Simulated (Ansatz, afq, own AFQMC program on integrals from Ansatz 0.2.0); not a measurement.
## AlSiH, triplet → AlSiH, quintet

```yaml
atoms:
  - { symbol: Si, position_ang: [0.0000, -0.0360, 1.1654] }
  - { symbol: Al, position_ang: [0.0000, -0.0118, -1.2249] }
  - { symbol: H, position_ang: [0.0000, 1.3177, 0.3154] }
```

Connectivity, by distances: SiH–Al.

E(quintet, charge +0) − E(triplet, charge +0) at this geometry, on UHF and UHF determinants.

Basis cc-pVTZ. Only valence electrons are correlated. AFQMC by an in-house program on the Cholesky factors that Ansatz 0.2.0 writes for its CCSD(T) run. ph-AFQMC/CISD is guided by a CISD state made of CCSD amplitudes; releasing the constraint for a short imaginary time cuts its bias at the price of noise, slowly where states lie close. Uncertainties: one standard error, sampling alone. The errors of all members are added in quadrature.

No full CI on the walks' own integrals is used here; CCSDT(Q) serves as the reference and is uncertain by about the last step of the cluster series. Each member takes its own surest rung, up to full CI.

The best estimate is CCSD(T) at the basis-set limit (CBS: def2-TZVPP and def2-QZVPP, with their diffuse functions for anions and beside diffuse sets, CCSD(T) itself extrapolated) plus the step from CCSD(T) to CCSDT(Q) in cc-pVTZ. Rows without CBS are in cc-pVTZ; B2PLYP and the wave-function rows carry a basis error of their own. Core correlation and relativity beyond core potentials are missing, and ± holds the sampling alone.

Cautions: AlSiH (triplet): lower spins were not checked, unrestricted determinant slightly spin contaminated (⟨S²⟩ 2.09 against 2.00), the released energies are still falling, so no released level is given (meV from the phaseless value at times in 1/Eh: -7 ± 4 at 0.24, -14 ± 6 at 0.51, -19 ± 4 at 0.99, -25.2 ± 2.4 at 1.62, -29 ± 4 at 2.40), though the last usable value meets CCSDT(Q) within the noise, its ph-AFQMC/CISD value lies 31 ± 4 meV above CCSDT(Q); AlSiH (quintet): another spin lies lower, unrestricted determinant slightly spin contaminated (⟨S²⟩ 6.06 against 6.00), the released energies are still falling, so no released level is given (meV from the phaseless value at times in 1/Eh: -6 ± 4 at 0.24, -10 ± 3 at 0.51, -14.0 ± 2.0 at 0.99, -18.3 ± 2.3 at 1.62, -23 ± 3 at 2.40), though the last usable value meets CCSDT(Q) within the noise, its ph-AFQMC/CISD value lies 23 ± 5 meV above CCSDT(Q); core correlation is missing, and it shifts such a gap most where an s electron is promoted.

Best estimate: 89.6 kcal/mol.

```csv
level,vertical spin gap (kcal/mol),error against the best estimate (kcal/mol)
HF,63.5,-26.0
MP2,83.6,-6.0
CCSD,86.9,-2.7
CCSD(T),88.8,-0.7
CCSDT,89.1,-0.5
CCSDT(Q),89.3,-0.3
ph-AFQMC/CISD,89.1 ± 0.1,-0.5 ± 0.1
HF/CBS,62.8,-26.8
MP2/CBS,84.8,-4.8
CCSD(T)/CBS,89.2,-0.4
PBE,89.6,0.0
r2SCAN,83.2,-6.4
PBE0,88.2,-1.4
B3LYP,95.2,5.6
wB97M-V,100.0,10.4
B2PLYP,93.7,4.1
```

Correlation beyond CCSD(T) adds 0.4 kcal/mol. Going to the basis-set limit adds 0.3 kcal/mol at CCSD(T). The perturbative (T) step is worth +1.9 kcal/mol.

Best estimates are given only where the step beyond CCSD(T) is under 0.3 eV and no member's determinant is very poor (T1 over 0.05, or 0.07 for open shells, ⟨S²⟩ too high by 0.3, two states mixed), so the hardest cases are missing from such tables.

The functionals ran in a triple-zeta set and keep a basis error of their own, a few kJ/mol for each bond in atomization energies and more for double hybrids, so close places among them and the extrapolated levels can swap.

CCSDT and higher add their correlation energy to the determinant of the CCSD(T) run, since their own runs factorise the integrals more tightly (a shift of under 2 meV). Each member of a difference takes its own highest rung, so a best estimate needn't equal the limit plus the step of one row. A walk keeps the symmetry of its determinant, which the program's search chose and which needn't be the lowest solution, so a lower state of the same spin and another symmetry isn't excluded.
